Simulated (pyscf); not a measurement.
Single points on ωB97X-D3(BJ)/def2-SVPD structures (PySCF, gas phase). Correlated levels are frozen-core, on RHF or UHF. ΔMP2 is the change of the MP2 total energy from the triple- to the quadruple-zeta basis.

**Question.** PBE/def2-TZVPD puts the barrier of fluoride (F⁻) + Cl–CH₂–Cl -> F–CH₂–Cl + chloride (Cl⁻) (substitution at C; singlet surface; C–Cl broken, C–F formed) at -17.2 kcal/mol and the reaction energy at -33.9 kcal/mol, from the separated reactants. What do B3LYP-D3(BJ)/def2-TZVPD, PBE0-D3(BJ)/def2-TZVPD, CCSD(T)/def2-TZVPPD + ΔMP2(QZVPPD) give on the same structures?

**Answer.** B3LYP-D3(BJ): ΔE‡ = -14.8 kcal/mol, ΔE = -35.9 kcal/mol; PBE0-D3(BJ): ΔE‡ = -13.8 kcal/mol, ΔE = -37.1 kcal/mol; CCSD(T): ΔE‡ = -11.7 kcal/mol, ΔE = -36.5 kcal/mol. PBE's barrier lies under all of them, by 2.4 to 5.5 kcal/mol. Its reaction energy lies over all of them, by 2.0 to 3.2 kcal/mol. Low barriers are usual for a GGA, whose delocalisation error favours stretched bonds. On the reactant side the descent ends in a bound adduct, 23.9 kcal/mol under the separated species and 14.1 kcal/mol under the saddle at ωB97X-D3(BJ)/def2-TZVPD. On the product side the descent ends in a bound adduct, 12.6 kcal/mol under the separated species and 38.0 kcal/mol under the saddle at ωB97X-D3(BJ)/def2-TZVPD. At PBE, B3LYP-D3(BJ), PBE0-D3(BJ), CCSD(T) the saddle lies under the separated reactants, which points to a path from their complex (located at ωB97X-D3(BJ) alone). One saddle was located; it need not be the lowest between these sides. The angle at the attacked C is 164°. The CCSD(T) − MP2 part came from Ansatz, without density fitting, on the same reference.
